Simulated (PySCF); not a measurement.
The first ionisation energy along the second row

Calculated with PySCF 2.14 from differences of total energies of unrestricted determinants, without spin-orbit coupling. Values in eV. The last column holds reference values (NIST; (s) semi-empirical, (t) theoretical, else measured). Unmarked ones compare directly (S terms, centres of terms, or small fine structure); those marked * lie between the lowest fine-structure levels and include a spin-orbit shift.

| element | configurations | MP2 (valence and next inner shell) | SCS-MP2 (valence and next inner shell) | CCSD (valence and next inner shell) | LDA | PBE | PBE0 | reference |
| --- | --- | --- | --- | --- | --- | --- | --- | --- |
| Li (dyall-acv3z, spin-free X2C) | [He] 2s1 → 1s2 | 5.380 | 5.375 | 5.386 | 5.474 | 5.590 | 5.571 | 5.392 |
| Be (dyall-acv3z, spin-free X2C) | [He] 2s2 → [He] 2s1 | 8.871 | 9.025 | 9.300 | 9.028 | 8.998 | 8.972 | 9.323 |
| B (dyall-acv3z, spin-free X2C) | [He] 2s2 2p1 → [He] 2s2 | 8.274 | 8.232 | 8.199 | 8.645 | 8.671 | 8.645 | 8.297 |
| C (dyall-acv3z, spin-free X2C) | [He] 2s2 2p2 → [He] 2s2 2p1 | 11.263 | 11.123 | 11.172 | 11.690 | 11.538 | 11.511 | 11.262 |
| N (dyall-acv3z, spin-free X2C) | [He] 2s2 2p3 → [He] 2s2 2p2 | 14.595 | 14.328 | 14.458 | 15.004 | 14.727 | 14.697 | 14.545 |
| O (dyall-acv3z, spin-free X2C) | [He] 2s2 2p4 → [He] 2s2 2p3 | 13.340 | 13.437 | 13.374 | 13.993 | 14.049 | 13.834 | 13.608 |
| F (dyall-acv3z, spin-free X2C) | [He] 2s2 2p5 → [He] 2s2 2p4 | 17.303 | 17.286 | 17.192 | 17.946 | 17.643 | 17.431 | 17.427 |
| Ne (dyall-acv3z, spin-free X2C) | [Ne] → [He] 2s2 2p5 | 21.639 | 21.485 | 21.362 | 22.172 | 21.644 | 21.432 | 21.597 |

```
                                method  elements  mean error (eV)  mean absolute error (eV)  largest error (eV)
    MP2 (valence and next inner shell)         8           -0.098                     0.122              -0.451
SCS-MP2 (valence and next inner shell)         8           -0.145                     0.145              -0.297
   CCSD (valence and next inner shell)         8           -0.126                     0.126              -0.235
                                   LDA         8            0.313                     0.386               0.575
                                   PBE         8            0.176                     0.257               0.440
                                  PBE0         8            0.081                     0.209              -0.350
```

Errors include the incompleteness of the basis and the frozen core.

"Valence" correlates the outer s and p shells and, in groups 3 to 12 and the f block, the outer d or f shell, open or full, or the next shell where the ion has no valence electron left; the wider scheme adds the next inner shell.
